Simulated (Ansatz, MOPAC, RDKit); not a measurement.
Molecule: methyl chloride, CH3Cl, charge 0, multiplicity 1. SMILES: CCl

Atoms: C1, Cl2, H3, H4, H5. Bonds: C1-Cl2, C1-H3, C1-H4, C1-H5.

Bond lengths (Å) and angles (degrees) optimised at MMFF94 with RDKit; PM3 with MOPAC; HF/STO-3G with Ansatz (a first-principles code); PBE/6-31G* with Ansatz; B3LYP/6-31G* with Ansatz; MP2/6-31G* with Ansatz, each started from the B3LYP-D3(BJ)/def2-TZVP structure (Ansatz) of the last column. A row stands for all coordinates that are equal there. 6-31G* holds six Cartesian d functions. No wavenumbers were computed at MMFF94, HF/STO-3G, PBE/6-31G*, MP2/6-31G*, so these may be saddle points.

```tsv
coordinate	MMFF94	PM3	HF/STO-3G	PBE/6-31G*	B3LYP/6-31G*	MP2/6-31G*	B3LYP-D3(BJ)/def2-TZVP
C1-Cl2	1.767	1.764	1.805	1.799	1.803	1.779	1.794
C1-H3	1.092	1.094	1.088	1.099	1.090	1.088	1.086
Cl2-C1-H3	109.1	109.9	108.7	108.7	108.5	108.9	108.3
H3-C1-H4	109.9	109.0	110.2	110.2	110.4	110.0	110.6
```

Mean signed difference of all 4 bond lengths from B3LYP-D3(BJ)/def2-TZVP: MMFF94 -0.002 Å, PM3 -0.001 Å, HF/STO-3G 0.004 Å, PBE/6-31G* 0.011 Å, B3LYP/6-31G* 0.005 Å, MP2/6-31G* -0.002 Å.
